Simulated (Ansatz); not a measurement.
A run of Ansatz (development build ahead of 0.2.0) on doublet CN at this shape:

```xyz
2

C     0.0000    0.0000    0.0000
N     0.0000    0.0000    1.7550
```

Its results:

- Converged: yes
- Total energy: -92.00540 hartree
- Spin squared of the determinant: 0.750
- Stability test: minimum among restricted orbitals

(1) Which input gives this output? Name the method, the orbitals and the basis set, and write the input.

Answers

(1) ROHF in pcseg-2.

```yaml
crystal:
  periodic: [false, false, false]
  atoms:
    - { symbol: C, position_ang: [0.0, 0.0, 0.0] }
    - { symbol: "N", position_ang: [0.0, 0.0, 1.755] }
basis:
  gaussian: { orbitals: pcseg-2 }
magnetization:
  initial_magnetization: 1
hamiltonian:
  xc: hf
```

Caution: stretched shape with no unrestricted run beside it, a lower state can exist.
